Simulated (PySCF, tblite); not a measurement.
# N₄H₆, a gas-phase cluster of small molecules: NMR shifts, interaction energy, spin-spin couplings and electronic excitations

Wanted: the NMR shifts, interaction energy, spin-spin couplings and electronic excitations for `N#N` with 2 × `N`.

Computed with tblite 0.8.0 and PySCF 2.14.0; each step states its level. No surroundings beyond the atoms listed, unless a continuum is named. Atoms count from 0, parts from 1.

## 1. Starting point

10 atoms, charge 0, multiplicity 1; geometry: rigid parts in contact. Parts: 1 = atoms 0–1, `N#N`, charge 0; 2 = atoms 2–5, `N`, charge 0; 3 = atoms 6–9, `N`, charge 0.

## 2. Bringing the parts together with GFN2-xTB

The job: settings as JSON, then the geometry in Å.

```
{"job": {"kind": "dock", "xc": "GFN2-xTB", "basis": "xTB"}, "charge": 0, "multiplicity": 1, "parts": [{"atoms": "0-1", "charge": 0, "multiplicity": 1}, {"atoms": "2-5", "charge": 0, "multiplicity": 1}, {"atoms": "6-9", "charge": 0, "multiplicity": 1}]}
N      0.508903     0.050816    -0.123761
N     -0.577222    -0.011042     0.037817
N      2.203312    -0.558909     2.302260
H      1.388668    -0.623854     2.906331
H      2.545561     0.392778     2.352667
H      1.913430    -0.724571     1.344768
N      0.622892    -1.564641     4.762527
H     -0.179594    -1.924545     5.266778
H      1.060649    -2.339583     4.274639
H      1.284527    -1.232265     5.455105
```

Method: GFN2-xTB search for minima from random contacts, gas phase.

On the command line:

```bash
OMP_NUM_THREADS=1 python cluster_run.py task.json out
```

This one command runs all jobs of the session in turn.

**Question.** The jobs that follow are: PBE0-D3(BJ)/def2-SVPD geometry optimisation, gas phase; GIAO PBE0/pcSseg-2 NMR shielding, non-relativistic, gas phase; wB97M-D3(BJ)/def2-TZVPD interaction energy, counterpoise and uncorrected, gas phase; PBE0-D3(BJ)/def2-TZVPD interaction energy, counterpoise and uncorrected, gas phase; B3LYP/pcJ-1 indirect spin-spin coupling, non-relativistic, gas phase; TDDFT CAM-B3LYP/def2-SVPD, vertical, gas phase, core orbitals frozen in the response. Predict: binding energy (GFN2-xTB); point group; rotational constants (main isotopes); shieldings of H, N (PBE0/pcSseg-2); largest proton shift on binding; interaction energy, counterpoise (wB97M-D3(BJ)/def2-TZVPD); superposition error; binding energy (with deformation); largest coupling of the table (B3LYP/pcJ-1); lowest singlet (CAM-B3LYP/def2-SVPD); brightest single state of those computed; lowest triplet.

**Answer**, as computed:

```
                                                   quantity                                                                                  value
                                  binding energy (GFN2-xTB)                                                                         -3.41 kcal/mol
                                                point group                                                                                     C1
                       rotational constants (main isotopes)                                                                   6.50, 1.65, 1.35 GHz
                         shieldings of H, N (PBE0/pcSseg-2)  H3 28.4, H8 31.2, H9 31.2, H7 31.2, H4 31.8, H5 31.8, N1 -94.9, N0 -94.4 ppm and more
                            largest proton shift on binding                                                                          H3, +3.12 ppm
 interaction energy, counterpoise (wB97M-D3(BJ)/def2-TZVPD)                                                                         -3.56 kcal/mol
                                        superposition error                                                                          0.29 kcal/mol
                          binding energy (with deformation)                                                                         -3.49 kcal/mol
                largest coupling of the table (B3LYP/pcJ-1)                                                                1J(N,H) N2–H3, -65.6 Hz
                       lowest singlet (CAM-B3LYP/def2-SVPD)                                                            6.60 eV (188 nm), f = 0.062
                   brightest single state of those computed                                                            state 4, 7.13 eV, f = 0.065
                                             lowest triplet                                                                                6.29 eV
range of the interaction energy over the runs of this table                                                                -4.03 to -3.56 kcal/mol
```

**Reading.** In the structure that the search hands on, at its xTB geometry, the leading contact, judged by the atoms' radii, is H3···N6 (hydrogen bond, 2.09 Å). Further contacts there: H5···N0 (hydrogen bond, 2.47 Å). A later relaxation moves these distances. The start of the PBE0/def2-SVPD relaxation was shaken at random by about 0.01 Å, so part of the energy gained, and of the first lengths quoted, undoes that. The optimisation took 9 steps and gained 0.129 eV; among the close pairs (by a distance rule), N2–H3 changed most, from 0.991 to 1.022 Å. No frequency check was run at this level, so the end point may be a saddle. Hydrogens of an XH3 group are listed apart at this fixed geometry; free rotation makes them one line at their mean. On binding (GIAO PBE0/pcSseg-2 NMR shielding, non-relativistic, gas phase), H3 moves most among the protons, 3.12 ppm downfield. The attractive terms split as electrostatic 65 %, orbital 22 %, dispersion 13 %, against 5.91 kcal/mol of Pauli repulsion. In the run at B3LYP/pcJ-1, the largest coupling of the table is N2–H3, -65.6 Hz, of which the Fermi-contact term gives -63.0 Hz. The first singlet state (HOMO→LUMO 0.62, HOMO→LUMO+2 0.17) lies at 6.60 eV and is bright; of the 6 states computed, the strongest absorption comes from state 4 at 7.13 eV. The lowest triplet lies 0.31 eV below the lowest singlet (triplets in Tamm-Dancoff, singlets in full TDDFT). The interaction energy runs from -4.03 (PBE0-D3(BJ)/def2-TZVPD) to -3.56 kcal/mol (wB97M-D3(BJ)/def2-TZVPD).
